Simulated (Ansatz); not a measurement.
**Cost against result**

Saddle point of Si₃H₁₀, closed shell (Si₃H₈ ([SiH3][SiH2][SiH3]) + H₂ → Si₂H₆ ([SiH3][SiH3]) + SiH₄; bonds formed: Si1–H7, Si2–H6; bonds broken: Si1–Si2, H6–H7), PBE0-D4/def2-TZVP structure:

| atom | x (Å) | y (Å) | z (Å) |
| --- | --- | --- | --- |
| Si1 | -0.3825 | -1.0324 | 0.3532 |
| Si2 | 0.3864 | 1.2656 | 1.3198 |
| H3 | -0.4628 | -2.4663 | 0.7768 |
| H4 | -1.6140 | -0.4757 | 1.0712 |
| Si5 | -0.3624 | -0.3104 | -1.8612 |
| H6 | 1.0599 | -0.3815 | 0.7162 |
| H7 | 1.2938 | -1.3170 | 0.1052 |
| H8 | 1.7048 | 1.9485 | 1.1666 |
| H9 | 0.0369 | 1.1682 | 2.7602 |
| H10 | -0.6608 | 2.0360 | 0.5988 |
| H11 | 0.8760 | 0.4968 | -2.0325 |
| H12 | -1.5488 | 0.5303 | -2.1744 |
| H13 | -0.3266 | -1.4621 | -2.8001 |

Barriers are electronic and count from the start structure reached by relaxing down the imaginary mode.

Ansatz 0.2.0; basis: as named in each row; cores frozen in the correlated methods. B3LYP uses VWN-RPA correlation. Extrapolation: Hartree–Fock as exp(−7.88 √X), correlation as X^−2.97.

Times are rough, for one single point on 4 threads of a shared host (Arm Neoverse V1).

The estimate by CCSD(T) at an estimated basis limit (MP2 extrapolated from triple and quadruple zeta, plus CCSD(T) − MP2 in triple zeta) is 298.8 kJ/mol.

```json
{"method": "HF", "basis": "STO-3G", "time (s)": "under 1", "barrier (kJ/mol)": "712.1", "method less estimate": "413.3"}
{"method": "PBE-D4", "basis": "STO-3G", "time (s)": "under 1", "barrier (kJ/mol)": "513.7", "method less estimate": "214.9"}
{"method": "SPW92", "basis": "def2-SVP", "time (s)": "under 1", "barrier (kJ/mol)": "232.2", "method less estimate": "-66.6"}
{"method": "B3LYP-D4", "basis": "6-31G", "time (s)": "under 1", "barrier (kJ/mol)": "399.7", "method less estimate": "100.9"}
{"method": "PBE-D4", "basis": "def2-SVP", "time (s)": "under 1", "barrier (kJ/mol)": "263.8", "method less estimate": "-35.0"}
{"method": "PBE0-D4", "basis": "def2-SVP", "time (s)": "under 1", "barrier (kJ/mol)": "281.9", "method less estimate": "-17.0"}
{"method": "SPW92", "basis": "def2-TZVPP", "time (s)": "1", "barrier (kJ/mol)": "225.1", "method less estimate": "-73.7"}
{"method": "CCSD(T)", "basis": "def2-SVP", "time (s)": "2", "barrier (kJ/mol)": "321.6", "method less estimate": "22.7"}
{"method": "PBE-D4", "basis": "def2-TZVPP", "time (s)": "2", "barrier (kJ/mol)": "259.3", "method less estimate": "-39.5"}
{"method": "BLYP-D4", "basis": "def2-TZVPP", "time (s)": "2", "barrier (kJ/mol)": "280.4", "method less estimate": "-18.5"}
{"method": "B3LYP-D4", "basis": "def2-TZVPP", "time (s)": "4", "barrier (kJ/mol)": "291.5", "method less estimate": "-7.3"}
{"method": "BHLYP-D4", "basis": "def2-TZVPP", "time (s)": "4", "barrier (kJ/mol)": "310.9", "method less estimate": "12.0"}
{"method": "CAM-B3LYP-D4", "basis": "def2-TZVPP", "time (s)": "4", "barrier (kJ/mol)": "300.4", "method less estimate": "1.5"}
{"method": "PBE0-D4", "basis": "def2-TZVPP", "time (s)": "5", "barrier (kJ/mol)": "275.2", "method less estimate": "-23.6"}
{"method": "wB97M-V", "basis": "def2-SVP", "time (s)": "5", "barrier (kJ/mol)": "294.6", "method less estimate": "-4.2"}
{"method": "r2SCAN-D4", "basis": "def2-TZVPP", "time (s)": "5", "barrier (kJ/mol)": "274.3", "method less estimate": "-24.5"}
{"method": "RPA on PBE", "basis": "def2-TZVPP", "time (s)": "5", "barrier (kJ/mol)": "300.8", "method less estimate": "1.9"}
{"method": "r2SCAN0-D4", "basis": "def2-TZVPP", "time (s)": "6", "barrier (kJ/mol)": "284.5", "method less estimate": "-14.3"}
{"method": "PBE-QIDH", "basis": "def2-TZVPP", "time (s)": "6", "barrier (kJ/mol)": "293.6", "method less estimate": "-5.3"}
{"method": "B2PLYP", "basis": "def2-TZVPP", "time (s)": "8", "barrier (kJ/mol)": "302.7", "method less estimate": "3.9"}
{"method": "wB97M-V", "basis": "def2-TZVPP", "time (s)": "10", "barrier (kJ/mol)": "290.7", "method less estimate": "-8.1"}
{"method": "wB97X-V", "basis": "def2-TZVPP", "time (s)": "10", "barrier (kJ/mol)": "301.6", "method less estimate": "2.8"}
{"method": "B97M-V", "basis": "def2-TZVPP", "time (s)": "11", "barrier (kJ/mol)": "272.5", "method less estimate": "-26.3"}
{"method": "MP2", "basis": "def2-QZVPP", "time (s)": "28", "barrier (kJ/mol)": "301.2", "method less estimate": "2.4"}
{"method": "CCSD(T)", "basis": "def2-TZVPP", "time (s)": "95", "barrier (kJ/mol)": "303.4", "method less estimate": "4.6"}
```

All methods are single points on the PBE0-D4 structures.

The T1 diagnostic stays at or below 0.015.

Labels in which every atom is bracketed show which atoms are joined, not bond orders.
